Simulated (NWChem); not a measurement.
SiH$_{4}$; SMILES [SiH4]

```xyz
5

Si     0.0000     0.0000     0.0000
H     -0.8618     0.8618     0.8618
H      0.8618    -0.8618     0.8618
H      0.8618     0.8618    -0.8618
H     -0.8618    -0.8618    -0.8618
```
Atoms are numbered in this order, from 1.

All runs use the structure optimised with PBE0/def2-SVP.

Question: List the 4 lowest vertical singlet excitations from CAM-B3LYP/6-31G* (spherical d), TDA (NWChem).

Answer: 
| state | energy (eV) | oscillator strength | leading excitation (squared amplitude) |
|---|---|---|---|
| S1 | 9.76 | 0.000 | HOMO−1 → LUMO (0.50) |
| S2 | 9.76 | 0.000 | HOMO−2 → LUMO (0.50) |
| S3 | 9.76 | 0.000 | HOMO−2 → LUMO+1 (0.50) |
| S4 | 10.03 | 0.000 | HOMO−1 → LUMO (0.50) |
